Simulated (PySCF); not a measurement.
Molecule: `InChI=1S/C3H5N3/c1-6-2-4-5-3-6/h2-3H,1H3`.

Structure with atom numbers: `[CH3:1][n:2]1[cH:3][n:4][n:5][cH:6]1` (H(Xn): hydrogen on atom n).

Geometry PBE0-D3(BJ)/def2-SVP throughout; GIAO in PySCF 2.14.0 with density-fitted response routines, gas phase, one conformer, non-relativistic; equivalent atoms averaged; functional PBE0.

Q: How do the absolute shieldings σ depend on the basis set? (ppm; last column core-seconds on 1 thread of an Arm Neoverse N1, shared host)

A: 
```
    basis set  functions  C3/C6     C1   N4/N5     N2  H(C3)/H(C6)  H(C1)  core-s
       STO-3G         35  119.0  198.0    32.5  195.1        25.39  29.47     3.9
        6-31G         64   62.0  169.4   -80.5   99.7        24.77  28.77     7.6
       6-31G*         94   59.4  164.5   -65.3  103.7        24.44  28.49      10
     def2-SVP        109   55.5  165.1   -79.8   98.8        23.94  28.01      12
6-311+G(2d,p)        192   42.6  156.9  -100.1   82.6        23.65  27.97      25
    def2-TZVP        216   41.8  156.5  -104.7   81.9        23.61  27.94      30
```

Q: Which nucleus moves most, in ppm?

A: N4/N5 (pyridine-type nitrogen of an azole): from -104.7 ppm with def2-TZVP to 32.5 ppm with STO-3G. The smallest spread is 1.53 ppm, at H(C1). Proton shifts span only some 12 ppm, so a few tenths of a ppm matter as much there as several ppm in carbon.

Q: Taking the largest basis, def2-TZVP (216 functions), as the yardstick, rank the others by their worst heavy-atom deviation.

A: 6-311+G(2d,p) 4.7 ppm (192 functions), 6-31G 24.2 ppm (64 functions), def2-SVP 24.9 ppm (109 functions), 6-31G* 39.5 ppm (94 functions), STO-3G 137.3 ppm (35 functions).

A small basis that lands close on one nucleus may do so by chance; judge by the trend and by all nuclei.
